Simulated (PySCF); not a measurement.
methanethiol (CH4S), SMILES CS.

Coordinates come from a ωB97X-D3(BJ)/def2-TZVP optimisation.

The numbers are results of TDDFT-CAM-B3LYP/def2-TZVPD in PySCF, not measurements.

Vertical excitations.  State labels are in the subgroup Cs.

Q: Give excitation energies, oscillator strengths and character. (Estimate from the structure and the level; the computed values follow.)

A: 
```csv
state,symmetry,energy (eV),λ (nm),f,main pairs
S1,A",5.29,234,0.003,HOMO→LUMO 79 %
S2,A",5.99,207,0.030,HOMO→LUMO+1 87 %
S3,A",6.87,180,0.015,HOMO→LUMO+2 78 %
S4,A',7.12,174,0.035,HOMO→LUMO+3 97 %
S5,A",7.14,174,0.001,"HOMO→LUMO+4 49 %, HOMO→LUMO+2 18 %, HOMO→LUMO+5 17 %, HOMO→LUMO 14 %"
S6,A",7.93,156,0.001,"HOMO→LUMO+5 48 %, HOMO→LUMO+4 28 %, HOMO→LUMO+7 8 %, HOMO→LUMO+1 7 %"
S7,A',8.10,153,0.010,"HOMO−1→LUMO 46 %, HOMO→LUMO+6 37 %"
S8,A',8.45,147,0.073,"HOMO→LUMO+6 45 %, HOMO−1→LUMO 41 %, HOMO−1→LUMO+1 8 %"
S9,A",8.48,146,0.073,HOMO→LUMO+7 77 %
S10,A',8.72,142,0.109,HOMO−1→LUMO+1 80 %
T1,A",4.88,254,0,"HOMO→LUMO 69 %, HOMO→LUMO+4 13 %, HOMO→LUMO+5 12 %"
T2,A",5.55,223,0,HOMO→LUMO+1 74 %
T3,A",6.65,186,0,"HOMO→LUMO+4 33 %, HOMO→LUMO+5 22 %, HOMO→LUMO 18 %, HOMO→LUMO+2 16 %"
T4,A',6.93,179,0,HOMO→LUMO+3 91 %
```
Triplets are in the Tamm–Dancoff approximation, which puts them higher than full response would, so one can lie above its singlet here.
